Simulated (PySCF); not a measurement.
# C2H3NO: the cost of one run

Computed with PySCF 2.14.0, with density-fitted response routines of our own, on a single molecule in the gas phase. Atoms count from 0, in the outputs and in this text.

## 1. The starting structure

7 atoms, charge 0, multiplicity 1; geometry from: GFN2-xTB.

Bonds of the start (Å): C0–N1 1.25, N1–C2 1.34, C2–O3 1.20, C0–H4 1.08, C0–H5 1.09, C2–H6 1.11.

## 2. Optimising the geometry at PBE0-D3(BJ)/def2-SVP

What the job is given:

```
{"job": {"xc": "PBE0", "basis": "def2-SVP", "d3": "d3bj", "grid": 1, "kind": "geom"}, "charge": 0, "multiplicity": 1}
C      1.191193     0.178294     0.256054
N      0.101338    -0.411563     0.376211
C     -1.197125    -0.199265     0.106077
O     -2.007826     0.328558     0.818456
H      2.091049    -0.318102     0.598239
H      1.301619     1.168230    -0.186635
H     -1.476916    -0.741247    -0.824519
```

The run is started by

```
$ OMP_NUM_THREADS=1 python probes_run.py task.json out
```

One launch serves the whole session: the jobs run in the order shown.

**Question.** How long does this first job take on 1 thread of Arm Neoverse V1, shared host, and how much memory does it need?

About 14 s, with a peak of 0.31 GiB.
